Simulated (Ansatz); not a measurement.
What a trial cell of Sc relaxes into

Theory: DFT PBEsol, scalar-relativistic, plane waves, PAW (Ansatz 0.2.0). Cutoff 420 eV, Γ-centred k mesh, Gaussian smearing, no spin polarisation in the final step.

Sc was placed on the dhcp structure type (P6_3/mmc, No. 194), at a guessed volume.

```xyz
4
Lattice="3.3715 0.0000 0.0000 -1.6858 2.9198 0.0000 0.0000 0.0000 10.8739" Properties=species:S:1:pos:R:3 pbc="T T T"
Sc    0.0000    0.0000    0.0000
Sc    0.0000    0.0000    5.4370
Sc    0.0000    1.9466    8.1554
Sc    1.6858    0.9733    2.7185
```

Steps on the 6×6×2 mesh (4 atoms). 4 of 4 steps are shown, and the free energy counts from the last. Trial steps that were taken back and renewals of the plane-wave basis can be among the rows.

```tsv
step	ΔF (meV/atom)	V (Å³/atom)	P (GPa)
1	62.4	26.76	-5.64
2	0.8	23.53	0.17
3	-0.2	23.58	0.03
4	0.0	23.58	0.03
```

A final relaxation ran on a 18×18×6 mesh. The relaxed crystal, P6_3/mmc (No. 194):

```
Sc
1.0
     3.24238    0.00000    0.00000
    -1.62119    2.80798    0.00000
     0.00000    0.00000   10.35507
Sc
4
Cartesian
  0.0000 0.0000 0.0000
  0.0000 0.0000 5.1775
  0.0000 1.8720 7.7663
  1.6212 0.9360 2.5888
```

| Item | Value |
| --- | --- |
| Volume per atom | 23.57 Å³ |
| Density | 3.17 g/cm³ |
| Energy over the standard structure | 0.02 eV/atom |
| Gap on the 18×18×6 mesh | 0 eV (a metal) |

Energies count from the standard state of Sc at the same level.

The final run used a 18×18×6 mesh on its 4-atom cell and 0.10 eV smearing. For metals, differences of a few meV/atom aren't resolved.

Symmetry constrained the relaxation, so the result can be a saddle point.